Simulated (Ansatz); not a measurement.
in.yaml

```yaml
crystal:
  periodic: [false, false, false]
  atoms:
    - {symbol: Ge, position_ang: [0.000000, -0.026870, 0.688911]}
    - {symbol: Na, position_ang: [0.000000, 0.015653, -2.202807]}
    - {symbol: H, position_ang: [0.000000, 1.579397, 0.594781]}
basis:
  gaussian: {orbitals: def2-TZVP}
magnetization: {spin_polarized: false}
correlation: {method: bccd, electrons: outside_noble_gas}
output: {forces: true}
```

```sh
$ ansatz run in.yaml --threads 1 --pin off --events-out ev --progress --plain --max-ram 2393MiB
```

The program prints:

```
658 factors; integrals over basis functions are off by at most 1.2e-3 eV
mean field evaluation 1: about -60892.0173 eV, gradient 6.7e0 eV
mean field evaluation 2: about -60892.0284 eV, gradient 6.7e0 eV
mean field evaluation 4: about -60892.2512 eV, gradient 6.0e-1 eV
mean field evaluation 8: about -60892.2539 eV, gradient 1.6e-3 eV
mean field evaluation 16: about -60892.2538 eV, gradient 9.5e-2 eV
mean field evaluation 32: about -60890.7241 eV, gradient 4.7e-2 eV
mean field evaluation 64: about -60888.1621 eV, gradient 1.4e1 eV
mean field evaluation 96: about -60890.7248 eV, gradient 8.3e-3 eV
mean field evaluation 128: about -60890.7248 eV, gradient 1.2e-2 eV
mean field evaluation 160: about -60892.2539 eV, gradient 1.5e-3 eV
mean field -60892.25390958 eV, -2237.7490569249 hartree, gradient 6.3e-6 eV, S^2 0.000000; 4 other end points of the search recorded, 0 dependent functions left out; unrestricted orbitals would lower it
determinant -60892.25390958 eV, -2237.7490569249 hartree, with singles and doubles -60895.71409827 eV, -2237.8762165138 hartree
determinant -60890.72478297 eV, -2237.6928625586 hartree, with singles and doubles -60894.12389104 eV, -2237.8177774761 hartree
19 core orbitals not correlated: weight in the atoms' cores, before any rotation towards them, 1.000 or more for the frozen orbitals, at most 0.000 for the correlated occupied ones
reference -60892.25390958 eV, -2237.7490569249 hartree; 3, 3 occupied and 64, 64 virtual orbitals, 658 factors
second order -2.74986543 eV of doubles, -0.00000000 eV of singles
cycle   1  -3.39287064 eV  change   -9.4e-2 eV  update   2.4e-2
cycle   2  -3.40014197 eV  change   -7.3e-3 eV  update   8.6e-3
cycle   3  -3.40168127 eV  change   -1.5e-3 eV  update   2.8e-3
cycle   4  -3.40211641 eV  change   -4.4e-4 eV  update   1.4e-3
cycle   5  -3.40238348 eV  change   -2.7e-4 eV  update   6.9e-4
cycle   6  -3.40249345 eV  change   -1.1e-4 eV  update   3.7e-4
cycle   7  -3.40256181 eV  change   -6.8e-5 eV  update   2.2e-4
cycle   8  -3.40267382 eV  change   -1.1e-4 eV  update   1.1e-4
cycle   9  -3.40271052 eV  change   -3.7e-5 eV  update   3.9e-5
cycle  10  -3.40271609 eV  change   -5.6e-6 eV  update   1.4e-5
cycle  11  -3.40272030 eV  change   -4.2e-6 eV  update   5.4e-6
cycle  12  -3.40272152 eV  change   -1.2e-6 eV  update   2.4e-6
cycle  13  -3.40272199 eV  change   -4.7e-7 eV  update   9.7e-7
cycle  14  -3.40272195 eV  change    3.8e-8 eV  update   4.7e-7
the calculation of the forces begins
Total energy: -60895.65663153 eV, -2237.8741046501 hartree
Atom 0 at     0.000000    -0.026870     0.688911 Å, force    -0.000000    -0.020111     0.096740 eV/Å
Atom 1 at     0.000000     0.015653    -2.202807 Å, force    -0.000000    -0.009514    -0.115180 eV/Å
Atom 2 at     0.000000     1.579397     0.594781 Å, force    -0.000000     0.029624     0.018440 eV/Å
Dipole moment:     0.000000    -0.022652    -1.211150 e Å
```

Forces (eV/Å):
```
Ge   0.000 -0.020  0.097
Na   0.000 -0.010 -0.115
H    0.000  0.030  0.018
```

Ran on 1 thread of Arm Neoverse V1, shared host: 9.5 s wall, 0.26 GiB peak host memory.
